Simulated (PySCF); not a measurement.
Species: C5H5N.
SMILES with atom numbers: `[N:1]#[C:2][C@H:3]1[C@H:4]2[CH2:5][C@@H:6]12` (hydrogens: H7 on C3; H8 on C4; H9, H10 on C5; H11 on C6)

Vertical excitations from PySCF (density fitting, frozen core in the response, grid level 2 and gas phase unless stated; continuum runs use non-equilibrium linear response for the excitations) on a GFN2-xTB geometry. Reference run:

| settings | S1, eV (f) | S2, eV (f) | S3, eV (f) | S4, eV (f) | S5, eV (f) | S6, eV (f) | T1, eV (Tamm–Dancoff) | mean α (au) |
| --- | --- | --- | --- | --- | --- | --- | --- | --- |
| PBE0/def2-SVPD, full TDDFT, 6 singlets | 7.45 (0.000) | 7.46 (0.004) | 7.56 (0.000) | 7.92 (0.049) | 8.05 (0.000) | 8.18 (0.023) | 6.24 | 55.6 |

Q: What do these settings give: OLYP/IGLO-III, start guess huckel, TDA, 12 singlets?

A: 
| settings | S1, eV (f) | S2, eV (f) | S3, eV (f) | S4, eV (f) | S5, eV (f) | S6, eV (f) | T1, eV (Tamm–Dancoff) | mean α (au) |
| --- | --- | --- | --- | --- | --- | --- | --- | --- |
| OLYP/IGLO-III, start guess huckel, TDA, 12 singlets | 6.45 (0.006) | 6.69 (0.004) | 6.91 (0.002) | 7.10 (0.005) | 7.21 (0.001) | 7.45 (0.056) | 6.17 | 57.7 |

S1 moves by -1.00 eV; functional, basis and response scheme change together, so the shift can't be laid on one. States are counted by energy in each run and needn't keep their character from row to row.

Q: Give the leading configurations of S1 (H = HOMO, L = LUMO) and the HOMO–LUMO gap of each run.

A: 
| settings | S1 configurations (weight) | S1 (eV) | orbital gap (eV) | S1 − gap (eV) |
| --- | --- | --- | --- | --- |
| PBE0/def2-SVPD, full TDDFT, 6 singlets | H−1→L 0.46, H→L+1 0.23, H−1→L+2 0.14 | 7.45 | 8.79 | -1.34 |
| OLYP/IGLO-III, start guess huckel, TDA, 12 singlets | H→L 0.98 | 6.45 | 6.34 | +0.11 |

